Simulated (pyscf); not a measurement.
Thermochemistry of product channels of `[OH][Ga]` [singlet] + `[CH3]` [doublet] on the doublet surface, in eV, from ωB97M-D3(BJ)/def2-TZVP energies (ideal gas, 1 atm, RRHO with modes under 100 cm⁻¹ raised to 100, one conformer, R ln 2 for chiral ones without a mode under 150 cm⁻¹). PySCF, gas phase, ωB97X-D3(BJ)/def2-SVP geometries.

| products | ΔE | ΔH(298 K) | ΔG(600 K) | ΔG(900 K) |
|---|---|---|---|---|
| `[O]=[Ga]` [doublet] + `[H][H]` + `[CH2]` [triplet] | +5.63 | +5.36 | +4.64 | +4.26 |
| `[CH3][Ga][OH]` [doublet] | ? | -0.95 | -0.15 | +0.24 |
| `[O][GaH2]` [doublet] + `[CH2]` [triplet] | +5.38 | +5.14 | +5.07 | ? |

Some entries are withheld; supply them.


- `[CH3][Ga][OH]` [doublet], ΔE: -1.10
- `[O][GaH2]` [doublet] + `[CH2]` [triplet], ΔG(900 K): +5.02

The channel to [H₃C–Ga–OH]• turns unfavourable between 298 and 1200 K (ΔG from -0.55 eV to +0.61 eV).

These are energies of the channels, which say nothing of barriers. •O–GaH₂ lies 1.58 eV over its isomer [HO–GaH]• (electronic energy, ωB97M-D3(BJ)). The term symbol of open-shell O=Ga was not checked; spin-orbit terms and orbital degeneracy are left out. Elements up to Kr have no core potential and no relativistic terms here.
